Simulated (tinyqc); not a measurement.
Worked calculation: Hueckel theory of the pi electrons, for the molecule c1ccsc1 (SMILES; centres numbered as the heavy atoms are written). One step of it, computed by the program tinyqc.

Problem. Energy, charges, bond orders. E = sum n x; q_r = z_r - P_rr; bond order p = P_rs; free valence = sqrt(3) - sum of p over the bonds of the atom.

x values: 1.912261  1.017312  0.618034  -0.899573  -1.618034

occupations: 2.000000  2.000000  2.000000  0.000000  0.000000

charge and bond-order matrix P, lower triangle:
```
           1C         2C         3C        4S        5C
1C   1.087933
2C   0.535147   1.087933
3C  -0.089220   0.805207   1.043572
4S  -0.222636  -0.222636   0.422913  1.736991
5C   0.805207  -0.089220  -0.403642  0.422913  1.043572
```

Centres:
```
centre  z_r, pi electrons of the neutral centre         h
1C                                            1  0.000000
2C                                            1  0.000000
3C                                            1  0.000000
4S                                            2  1.030000
5C                                            1  0.000000
```

Bonds:
```
i  j         k
1  2         1
2  3         1
3  4  0.600000
4  5  0.600000
5  1         1
```

Give: pi energy = 6 alpha + this times beta; pi charges; Bond orders and lengths from R = 1.517 - 0.180 p; free valence of the carbons; gap between the highest filled and the next level.

Solution.

pi energy = 6 alpha + this times beta = 7.0952

pi charges: 1C -0.0879, 2C -0.0879, 3C -0.0436, 4S 0.2630, 5C -0.0436

Bond orders and lengths from R = 1.517 - 0.180 p (angstrom, C-C alone):
```
bond       p       R
1-2   0.5351  1.4207
2-3   0.8052  1.3721
3-4   0.4229       -
4-5   0.4229       -
5-1   0.8052  1.3721
```

free valence of the carbons: 1C 0.3917, 2C 0.3917, 3C 0.5039, 5C 0.5039

gap between the highest filled and the next level = 1.5176 |beta|
